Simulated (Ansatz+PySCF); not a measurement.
A calculation with Ansatz (development build ahead of 0.2.0).

```yaml
crystal:
  periodic: [false, false, false]
  atoms:
    - { symbol: C, position_ang: [0.0, 0.0, -1.02978] }
    - { symbol: Cl, position_ang: [0.0, 0.0, 0.6035] }
    - { symbol: H, position_ang: [0.0, -0.95368, -1.36029] }
    - { symbol: H, position_ang: [-0.82591, 0.47684, -1.36029] }
    - { symbol: H, position_ang: [0.82591, 0.47684, -1.36029] }
basis:
  gaussian: { orbitals: def2-SVP }
hamiltonian:
  xc: hf
correlation:
  method: mp2
  frozen_orbitals: { C: 1, Cl: 5, H: 0 }
scf:
  omitted_lower_state_checks: [stability, starts, atomic_configurations, cluster_reference, orbital_swaps, given_window_search, neighbouring_geometries, increment]
```

The input is written out in the form of the current development build from the run's settings.

The run gave:

```
Converged                                                          : yes
Reference energy                                                   : -498.90786 hartree
Correlation energy                                                 : -0.28138 hartree
Total energy                                                       : -499.18923 hartree
Spin squared of the determinant                                    : 0.000
Occupied orbitals by symmetry in an Abelian subgroup (alpha; beta) : 10 A' 3 A''; 10 A' 3 A''
```
